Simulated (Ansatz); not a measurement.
A made-up structure of CH4NS (charge +1), closed shell:

N1  (-0.800, 0.334, -0.688)
C2  (-0.007, -0.078, 0.249)
S3  (1.657, -0.258, 0.053)
H4  (2.742, -0.959, -0.371)
H5  (-0.472, 0.578, -1.615)
H6  (-0.460, -0.314, 1.208)
H7  (1.875, -0.686, 1.310)
(Å)

It is relaxed with PBE-D4/def2-SVP and then PBE0-D4/def2-TZVP (Ansatz 0.2.0). Atoms count as bonded within 1.22 times the sum of their covalent radii (H–H: 0.88 Å). The end point is not checked to be a true minimum.

Task: Does its bonding change? (Judge from chemistry; the calculation decides.)

Result: By the calculation: No: no bond forms or breaks.

Where it ends: The first stage lowers the energy by 1.94 eV in 17 steps. It ends as CH₄NS ([NH][CH][SH2]), total charge +1:
```xyz
7
angstrom
N -0.7752 0.3832 -0.6917
C -0.0662 -0.2484 0.0649
S 1.9050 -0.1454 -0.0126
H 2.1474 -1.4755 0.0318
H -0.4297 1.0070 -1.4160
H -0.3654 -0.9296 0.8576
H 2.1194 0.0254 1.3120
```

Labels in which every atom is bracketed show which atoms are joined, not bond orders.

For scale, one of the runs: PBE0-D4/def2-TZVP relaxation, 123 basis functions, launched by `ansatz run in.yaml --threads 2 --pin off --events-out ev --progress --plain --max-ram 4352MiB`. Hardware: 2 CPU threads of an Arm Neoverse V1, shared host. Wall time about 27 s.
